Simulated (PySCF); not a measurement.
CHO, SMILES [CH]=O (connectivity only; charge and spin as stated), charge +1, multiplicity 1. Geometry: B3LYP-D3(BJ)/def2-TZVPD. The isomer is the one that the SMILES or the coordinates give; other isomers of the formula were not compared.

Level of theory: B3LYP-D3(BJ)/def2-TZVPD run with PySCF 2.14.0.

Harmonic wavenumbers (cm⁻¹): 869, 869, 2266, 3208. Rotational constants (GHz): 45.04 (linear); symmetry number 1.

Question: Work out the zero-point energy and the ideal-gas rigid-rotor harmonic-oscillator thermochemistry at 298.15 K and 1 atm.

Answer: ZPE = ½ Σ hcν = ½ × 7212 cm⁻¹ = 43.14 kJ/mol. H − E(el) = 52.13 kJ/mol. Entropy in J/(mol K): translation 150.75, rotation 49.28, vibration 1.32, total 201.35. G − E(el) = -7.90 kJ/mol. Cp = 33.67 J/(mol K).
